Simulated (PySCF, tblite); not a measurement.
Question: What does the GFN2-xTB structure of `C/N=C\CC=O` look like in three dimensions?

Answer: 
Z-matrix in Å and degrees, rows numbered from 1:
```
C 
N   1  1.4269
C   2  1.2482  1  125.17
C   3  1.5234  2  129.03  1    -1.56
C   4  1.5007  3  107.43  2    87.04
O   5  1.1988  4  125.11  3  -103.68
H   1  1.0935  2  115.59  3     4.04
H   1  1.0907  2  107.57  3   127.43
H   1  1.0908  2  107.10  3  -117.22
H   3  1.0848  2  115.98  1   177.72
H   4  1.0889  3  108.56  2  -153.99
H   4  1.0906  3  110.43  2   -32.73
H   5  1.1072  4  113.55  3    74.11
```

The 2 C–C bonds span 1.501 Å (C4–C5, drawn single) to 1.523 Å (C3–C4, drawn single), a spread of 0.022 Å. Of the pairs four or more bonds apart, H7···H12 is among the closest relative to their van der Waals radii: 2.14 Å, 89 % of the sum of Bondi's values. The C–N distances run from 1.248 Å (N2=C3, drawn double) to 1.427 Å (C1–N2, drawn single), a spread of 0.179 Å.

Structure optimised with GFN2-xTB, isolated species.

Point group: C1 (no symmetry element, even within 0.4 Å). Its GFN2-xTB frequencies are all real (lowest 29 cm⁻¹). One conformer, not necessarily the lowest (N2–C3–C4–C5 87°, C3–C4–C5–O6 -104°). 3 starts were optimised and ended at 0.00, 0.09 and 1.48 kcal/mol (GFN2-xTB); the lowest of these is shown.

All values are computed, not measured.
